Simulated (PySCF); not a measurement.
C₆H₆.
Bonds: C1–C2 (aromatic), C2–C3 (aromatic), C3–C4 (aromatic), C4–C5 (aromatic), C5–C6 (aromatic), C1–C6 (aromatic). Hydrogens: H7 on C1; H8 on C2; H9 on C3; H10 on C4; H11 on C5; H12 on C6.

All values: wB97X-D/pcSseg-2 (PySCF, non-relativistic), on one gas-phase PBE0-D3(BJ)/def2-TZVP geometry that isn't relaxed in the solvent. The solvent is an IEF-PCM continuum (cavity from Bondi-type radii × 1.2). Specific hydrogen bonds and non-electrostatic terms are outside this model.

Gas phase at wB97X-D/pcSseg-2: HOMO -9.09 eV, LUMO 1.52 eV, dipole 0.00 D.

Task: What does the continuum do to the energy, the frontier levels and the dipole at wB97X-D/pcSseg-2 in chloroform?

Result: 
```json
{"solvent": "chloroform", "ε": "4.711", "E(solvent) − E(gas) (kJ/mol)": "-7.75", "polarisation term (kJ/mol)": "-8.42", "distortion of the solute (kJ/mol)": "0.67", "HOMO (eV)": "-9.11", "LUMO (eV)": "1.51", "dipole (D)": "0.00"}
```

The polarisation term is half the interaction of the solute with the surface charges that it induces; the rest is the cost of distorting the solute's density. The sum is the electrostatic part of solvation alone. Charge and dipole vanish, so a point-dipole model would give no lowering at all.

Note: wB97X-D ran without an empirical dispersion term, which enters the total energy and its gradient alone.
